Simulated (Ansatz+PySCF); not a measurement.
Values are calculated unless marked as measured or tabulated.
Input for Ansatz (development build ahead of 0.2.0):

```yaml
crystal:
  periodic: [false, false, false]
  atoms:
    - { symbol: O, position_ang: [0.0, 0.0, -2.13889] }
    - { symbol: O, position_ang: [0.0, 0.0, 2.13889] }
    - { symbol: H, position_ang: [30.0, 0.0, -0.82818] }
    - { symbol: F, position_ang: [30.0, 0.0, 0.09202] }
basis:
  gaussian: { orbitals: "6-31G" }
magnetization:
  initial_magnetization: 2
hamiltonian:
  xc: hf
scf:
  omitted_lower_state_checks: [stability, starts, atomic_configurations, cluster_reference, orbital_swaps, given_window_search, neighbouring_geometries, increment]
```

The input is written out in the form of the current development build from the run's settings.

The run gave:

```json
{
 "Converged": "yes",
 "Total energy": "-249.17222 hartree",
 "Spin squared of the determinant": "2.000",
 "Occupied orbitals by symmetry in an Abelian subgroup (alpha; beta)": "11 A' 3 A''; 11 A' 1 A''"
}
```

This is not the lowest solution: another run reaches a determinant 6.68 eV lower. Caution: an unrestricted determinant lies well below.
